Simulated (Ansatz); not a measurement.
Worked example: the enthalpy of formation of HNO3 (SMILES O=[N+]([O-])O)

HNO3 has 5 atoms, charge 0, and is taken as a singlet. SMILES: `O=[N+]([O-])O`. The coordinates come from a PBE0-D4/def2-TZVP relaxation. This is one conformer, not always the lowest.

Total energies at CAM-B3LYP/cc-pVDZ-DK (sfX2C) (Ansatz 0.2.0); the atoms run unrestricted:

| species | state | energy (Eh) |
| --- | --- | --- |
| HNO3 | singlet | -281.002600 |
| O | triplet | -75.098090 |
| N | quartet | -54.597406 |
| H | doublet | -0.497901 |

Harmonic wavenumbers at PBE0-D4/def2-TZVP, in cm⁻¹: 505, 609, 691, 814, 956, 1343, 1401, 1821, 3763.

Measured heats of formation of the gaseous atoms at 298.15 K, in kJ/mol: O 249.2, N 472.4, H 218.0. Spin-orbit lowering of the atoms at 298 K (mean of the ground term's levels less their thermal mean, from spectra), in kJ/mol: O 0.40. Take 1 Eh = 2625.50 kJ/mol, 1 cm⁻¹ = 0.0119627 kJ/mol, RT = 2.479 kJ/mol.

Work out the heat of formation of the gas at 298 K.


1. Electronic atomisation energy: 3 × (-75.098090) + (-54.597406) + (-0.497901) − (-281.002600) = 0.613023 Eh = 1609.5 kJ/mol.
2. Zero-point energy: half the sum of the wavenumbers, 5951.5 cm⁻¹ = 71.2 kJ/mol.
3. Thermal vibrational enthalpy, Σ hcν̃/(exp(hcν̃/kT) − 1): 1.6 kJ/mol. Translation, rotation and pV of a non-linear molecule: 4 RT = 9.9 kJ/mol.
4. The 5 free atoms carry 5/2 RT each: 31.0 kJ/mol.
5. Spin-orbit coupling lowers the free atoms by 3 × 0.40 = 1.2 kJ/mol.
6. Atomisation enthalpy at 298 K: 1609.5 − 1.2 − 71.2 − 1.6 − 9.9 + 31.0 = 1556.6 kJ/mol.
7. Sum of the atoms' heats of formation: 1438.0 kJ/mol. Heat of formation: 1438.0 − 1556.6 = -118.6 kJ/mol.

The tabulated value is -134.2 kJ/mol (Active Thermochemical Tables), so this level is off by +15.6 kJ/mol, or 1.0 % of the atomisation enthalpy that the table implies (1572.3 kJ/mol). Anharmonicity and any spin-orbit splitting of the molecule are left out.
